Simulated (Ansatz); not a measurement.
Task: the energy of protonation at one site of CHN, SMILES C#N, with Ansatz 0.2.0, Python API. Give the script and its output. Settings (for the species named): MP2, cc-pVDZ basis, multiplicity 1.

```xyz
3

C    -0.0057   -0.0250   -0.0057
N     0.2500    1.0529    0.2532
H    -0.2444   -1.0279   -0.2475
```

The script, `chn_pa.py`:
```python
import ansatz as az
import numpy as np

BASIS = "cc-pVDZ"
METHOD = "mp2"
CHARGE = 1
FORCE_TOL = 0.01

geometry_ang = [
    ("C", (-0.00568, -0.02502, -0.00572)),
    ("N", (0.25004, 1.05289, 0.25316)),
    ("H", (-0.24436, -1.02787, -0.24745)),
]
chn = az.Crystal.molecule()
for symbol, xyz in geometry_ang:
    chn = chn.atom(symbol, xyz)

model = chn.calculation().basis(gaussian=BASIS).correlation(METHOD)
symbols = [site.symbol for site in chn.cartesian_sites]
start = np.array([site.position_ang for site in chn.cartesian_sites], dtype=float)
rep = model.relax(force_tolerance=0.01).run(threads=1, backend="cpu").report
end = np.array(rep["positions_ang"])

away = sum((end[1] - end[j]) / np.linalg.norm(end[1] - end[j]) for j in [0]) + np.array([0.15, 0.1, -0.2])
proton = end[1] + 1.0 * away / np.linalg.norm(away)
acid = az.Crystal.molecule()
for symbol, place in zip(symbols, end):
    acid = acid.atom(symbol, place.tolist())
acid = acid.atom("H", proton.tolist())
protonated = (
    acid.calculation()
    .basis(gaussian=BASIS)
    .correlation(METHOD)
    .charge(CHARGE)
    .relax(force_tolerance=FORCE_TOL, max_steps=80)
)
after = protonated.run(threads=1, backend="cpu").report
xyz = np.array(after["positions_ang"])
reach = np.linalg.norm(xyz[:-1] - xyz[-1], axis=1)
print(f"base {rep['free_energy_ev']:.5f} eV, protonated {after['free_energy_ev']:.5f} eV")
print(f"the proton ends {reach.min():.3f} A from {symbols[reach.argmin()]}{reach.argmin()}")
print(f"electronic proton affinity {96.485332 * (rep['free_energy_ev'] - after['free_energy_ev']):.1f} kJ/mol")
```

`python chn_pa.py` gives:
```text
base -2535.26377 eV, protonated -2542.84459 eV
the proton ends 1.025 A from N1
electronic proton affinity 731.4 kJ/mol
```

Total energies depend on the basis set; only differences at equal settings carry meaning. The proton is put on one chosen atom, which needn't be the most basic site, so the molecule's proton affinity can be higher; the ends are stationary points, not checked by frequencies, and zero-point and thermal terms count only where printed. Timing: 3.7 s on 1 thread of Intel(R) Xeon(R) Platinum 8488C (Sapphire Rapids) (shared host), peak memory 0.18 GiB.

(Lines on the test bed's own set-up are left out of the output.)
